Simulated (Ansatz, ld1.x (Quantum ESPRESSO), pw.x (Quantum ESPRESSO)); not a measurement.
## osmium: one change to the TM potential, in the atom and in the bcc crystal

* Element: osmium
* Generator: ld1.x (Quantum ESPRESSO) 7.5
* Type: norm-conserving Troullier–Martins (Kleinman–Bylander form)
* Functional: PBEsol
* Relativity: scalar-relativistic
* Frozen core: [Xe] 4f14
* Valence charge: 8
* Reference configuration: 5d6 6s2 6p0
* Partial waves: 6p (bound, empty): rc 2.70 bohr; 5d (bound): rc 1.95 bohr; 6s (bound): rc 1.85 bohr
* Local potential: the s channel
* Core correction: Bessel-smoothed model core, default radius (core density twice the valence density)

Change: all radii but the core radius scaled by about 1.20 (s 2.22, p 3.24, d 2.34 bohr).

Cutoffs, loose and tight: the cutoffs (Ry, on a coarse ladder) from which the occupation-weighted sum of valence levels, in a spherical-Bessel basis at the reference potential, stays within 10 and 1 mRy of its value at 400 Ry. They do not see the model core or the augmentation charge, which bear on the density cutoff. Test errors are all-electron minus pseudo excitation energies from the reference, over the configurations 5d6 6s1 6p0; 5d6 6s0 6p0; 5d5 6s0 6p0; 5d6 6s1 6p1; 5d6.5 6s1.5 6p0; 5d6 6s0 6p1; 5d6 6s0 6p2; variants that change the core or the reference have their own tests.

Crystal test: bcc Os in pw.x 7.5, no spin, 15³ k-points, Fermi–Dirac smearing 0.01 Ry, cutoffs set for each file from its atomic test. The reference is all-electron LAPW (Ansatz 0.2.0) with the same functional, mesh and smearing; V0 and B0 come from Birch–Murnaghan fits to the pressures at five volumes. Errors are pseudo minus all-electron; Δ is the rms difference of the E(V) curves that follow from these fits, minima aligned, over ±6 % about the mean V0. Mesh and smearing are coarse, so the numbers serve the comparison and aren't converged zero-temperature values; the lattice is a test structure that the element need not adopt.

All-electron: a0 = 3.063 Å (V0 = 14.37 Å³/atom), B0 = 379.8 GPa.

Task: Does the change bring the crystal closer to the all-electron result?

Result: The mean pressure error goes from +9.38 to +14.51 GPa, so the change moves the solid further from the all-electron pressures.

```
                       quantity       base    changed
                 outcome (atom)  generated  generated
           cutoff, loose (atom)      40 Ry      35 Ry
           cutoff, tight (atom)      70 Ry      40 Ry
            bound ghosts (atom)       none       none
largest test error (meV) (atom)       -170       -170
           cutoffs in pw.x (Ry)     85/340     50/200
                         a0 (Å)      3.087      3.099
                   a0 error (%)      +0.78      +1.18
                   B0 error (%)       -1.4       -2.2
                   Δ (meV/atom)       28.0       42.6
      mean pressure error (GPa)      +9.38     +14.51
```

Base: The largest radius (2.70 bohr) exceeds half the bond length (2.51 bohr), so the spheres overlap, which is one possible source of error among others. This is a poor potential for the solid. Changed file: The largest radius (3.24 bohr) exceeds half the bond length (2.51 bohr), so the spheres overlap, which is one possible source of error among others. This is a poor potential for the solid. The atomic cutoffs weigh occupied waves only.
